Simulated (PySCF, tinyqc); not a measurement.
MP2 on RHF in the sto-3g basis, frozen core, for LiH, spin multiplicity 1, step by step. The lowest restricted solution is unstable here: a spin-polarised one lies 0.0073 hartree lower (PySCF). One step of it, computed by the program tinyqc.

Question. Orthogonalisation. S = U s U^T; symmetric (Loewdin) form X = U s^(-1/2) U^T, so that X^T S X = 1.

overlap S:
```
           1Li 1s    1Li 2s   1Li 2px   1Li 2py   1Li 2pz     2H 1s
1Li 1s   1.000000  0.241137  0.000000  0.000000  0.000000  0.015713
1Li 2s   0.241137  1.000000  0.000000  0.000000  0.000000  0.246580
1Li 2px  0.000000  0.000000  1.000000  0.000000  0.000000  0.000000
1Li 2py  0.000000  0.000000  0.000000  1.000000  0.000000  0.000000
1Li 2pz  0.000000  0.000000  0.000000  0.000000  1.000000  0.360190
2H 1s    0.015713  0.246580  0.000000  0.000000  0.360190  1.000000
```

Give: eigenvalues of S; X.

Answer.

eigenvalues of S: 0.5432  0.8067  1.0000  1.0000  1.1828  1.4673

X:
```
          1Li 1s   1Li 2s  1Li 2px  1Li 2py  1Li 2pz    2H 1s
1Li 1s    1.0234  -0.1292   0.0000   0.0000  -0.0057   0.0179
1Li 2s   -0.1292   1.0511   0.0000   0.0000   0.0401  -0.1446
1Li 2px   0.0000   0.0000   1.0000   0.0000   0.0000   0.0000
1Li 2py   0.0000   0.0000   0.0000   1.0000   0.0000   0.0000
1Li 2pz  -0.0057   0.0401   0.0000   0.0000   1.0568  -0.2056
2H 1s     0.0179  -0.1446   0.0000   0.0000  -0.2056   1.0840
```
